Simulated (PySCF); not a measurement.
## AlO⁻: energy against distance

Set-up: basis Al aug-cc-pV(D+d)Z, O aug-cc-pVDZ; no relativity; PySCF 2.14. Energies in eV from Al + O⁻ in their ground configurations at the same level. State: ¹Σ⁺ (singlet), closed shell.

All columns are PBE0. A positive dipole points towards O; it is taken about the centre of mass and depends on that origin.

```csv
R (Å),E (eV),μ (D),Mulliken charge on Al (basis-dependent),HOMO (eV),LUMO (eV),Mayer bond order,⟨S²⟩
1.418,-4.656,-0.25,0.23,-0.41,3.15,0.94,0.00
1.484,-5.421,-0.53,0.21,-0.49,3.14,1.04,0.00
1.550,-5.837,-0.82,0.18,-0.56,3.13,1.14,0.00
1.599,-5.981,-1.05,0.14,-0.61,3.12,1.22,0.00
1.649,-6.019,-1.28,0.11,-0.65,3.10,1.28,0.00
1.698,-5.974,-1.51,0.09,-0.69,3.08,1.34,0.00
1.764,-5.822,-1.84,0.06,-0.73,3.06,1.39,0.00
1.847,-5.527,-2.24,0.03,-0.77,3.01,1.44,0.00
1.946,-5.083,-2.73,0.01,-0.79,2.95,1.48,0.00
2.078,-4.417,-3.38,0.00,-0.60,2.86,1.51,0.00
```

A fit through these points gives, at Re = 1.645 Å, μ = -1.26 D and dμ/dR = -4.72 D/Å; the reduced mass is 10.04 u.

Problem. How strong is the fundamental in the double-harmonic approximation, I = 42.26·(dμ/dR)²/μred km/mol?

Solution. I = 42.26·(-4.72)²/10.04 = 93.8 km/mol at PBE0.

For an ion De counts to the pair picked by the measured ionisation energies or electron affinities, which need not be the lowest pair at this level.
